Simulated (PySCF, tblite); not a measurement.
Species: methylsilane, CH6Si.
SMILES with atom numbers: `[CH3:1][SiH3:2]` (hydrogens: H3, H4, H5 on C1; H6, H7, H8 on Si2)

The geometry is computed with GFN2-xTB (gas phase).

**Question.** Give the optimised bond lengths and angles.

**Answer.** 
```json
{"bond": "C1–Si2", "length (bohr)": "3.582"}
{"bond": "C1–H3, C1–H4, C1–H5", "length (bohr)": "2.054"}
{"bond": "Si2–H6, Si2–H7, Si2–H8", "length (bohr)": "2.768"}
```

Bonds in one row agree within 0.02 bohr and their mean is given. A selection of angles:
```json
{"angle": "Si2–C1–H3", "degrees": "111.3"}
{"angle": "H3–C1–H4", "degrees": "107.6"}
{"angle": "C1–Si2–H6", "degrees": "109.5"}
{"angle": "H6–Si2–H7", "degrees": "109.4"}
```

Si2 (SiH3 silicon) is tetrahedral (angles from 109.4° to 109.6°).

Point group: C3v (every atom within 0.08 Å of its image). Its GFN2-xTB frequencies are all real (lowest 164 cm⁻¹).
